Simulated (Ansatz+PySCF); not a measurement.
The numbers below are computed, except where a source is named.
A run of Ansatz (development build ahead of 0.2.0) on singlet H₄O₂ in separate pieces at this shape:

```yaml
atoms:
  - { symbol: O, position_ang: [0.0000, 0.0000, -0.1197] }
  - { symbol: H, position_ang: [0.0000, 0.7542, 0.4787] }
  - { symbol: H, position_ang: [0.0000, -0.7542, 0.4787] }
  - { symbol: O, position_ang: [30.0436, 0.0027, 0.1114] }
  - { symbol: H, position_ang: [30.3744, -0.4869, -0.6486] }
  - { symbol: H, position_ang: [29.2770, 0.4651, -0.2427] }
```

Its results:

```
Converged                       : yes
Total energy                    : -152.80096 hartree
Spin squared of the determinant : 0.000
Stability test                  : minimum among restricted orbitals
```

Forces (eV/Å):
| atom | Fx | Fy | Fz |
| --- | --- | --- | --- |
| O1 | 0.000 | 0.000 | -0.079 |
| H2 | 0.000 | 0.038 | 0.040 |
| H3 | 0.000 | -0.038 | 0.040 |
| O4 | 0.029 | 0.002 | 0.073 |
| H5 | 0.013 | -0.025 | -0.047 |
| H6 | -0.042 | 0.023 | -0.027 |

Question: Which input gives this output? Name the method, the orbitals and the basis set, and write the input.

Answer: ωB97X (restricted) in cc-pVDZ. An unrestricted run that stays on the closed shell gives the same numbers.

```yaml
crystal:
  periodic: [false, false, false]
  atoms:
    - { symbol: O, position_ang: [0.0, 0.0, -0.11966] }
    - { symbol: H, position_ang: [0.0, 0.75417, 0.47865] }
    - { symbol: H, position_ang: [0.0, -0.75417, 0.47865] }
    - { symbol: O, position_ang: [30.04357, 0.00273, 0.11141] }
    - { symbol: H, position_ang: [30.37439, -0.48687, -0.64859] }
    - { symbol: H, position_ang: [29.27702, 0.46505, -0.24272] }
basis:
  gaussian: { orbitals: cc-pVDZ }
hamiltonian:
  xc: { name: wB97X }
output:
  forces: true
```
